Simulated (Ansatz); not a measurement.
# Be2+ (doublet): from Hartree-Fock to the top rungs, def2-QZVPP

An exercise on one series of results from a longer session: the logs are not shown, and one member is left open.

Computed with Ansatz 0.2.0, Gaussian basis. Level: def2-QZVPP, core rule «outside noble gas», up to 2 orbitals frozen.

The runs, in order: UHF; ROHF; CCSD(T) on UHF.

2 further runs of the same task are left out: 2 set aside as unsound or not needed.

## What is computed

The geometry is a PBE0/def2-TZVP stationary point (not a proven minimum) of the parent state, kept for this charge and spin.

2 atoms, charge 1, spin multiplicity 2.

Atoms are counted from 1 here; the program's logs count them from 0.

No contacts short enough for the rule that draws bonds.

Coordinates:

| atom | x (Å) | y (Å) | z (Å) |
| --- | --- | --- | --- |
| Be1 | 0.0000 | 0.0000 | 0.0000 |
| Be2 | 0.0000 | 0.0000 | 2.5162 |

The first run:

in.yaml

```yaml
crystal:
  periodic: [false, false, false]
  atoms:
    - {symbol: Be, position_ang: [0.000000, 0.000000, 0.000000]}
    - {symbol: Be, position_ang: [0.000000, 0.000000, 2.516200]}
basis:
  gaussian: {orbitals: "def2-QZVPP.json"}
total_charge: 1
magnetization: {spin_polarized: true, initial_magnetization: 1}
hamiltonian: {xc: hf}
output: {orbitals: {seedname: orbitals}}
```

Command:

```sh
$ ansatz run in.yaml --threads 1 --pin off --events-out ev --progress --plain --max-ram 2393MiB
```

Steps of the session up to this table: UHF; ROHF; CCSD(T) on UHF.

One table of the session follows, with a row left open; its other results are not shown here.

| method | from UCCSD(T) (meV) |
| --- | --- |
| ROHF | +1609.7 |
| UHF | +1216.0 |
| UMP2 | +549.5 |
| UCCSD | ? |
| UCCSD(T) | 0 |

Estimate the missing values for UCCSD.

As computed: from UCCSD(T) (meV): +22.2. In the column «from UCCSD(T) (meV)» it lies between UCCSD(T) (0) and UMP2 (+549.5).
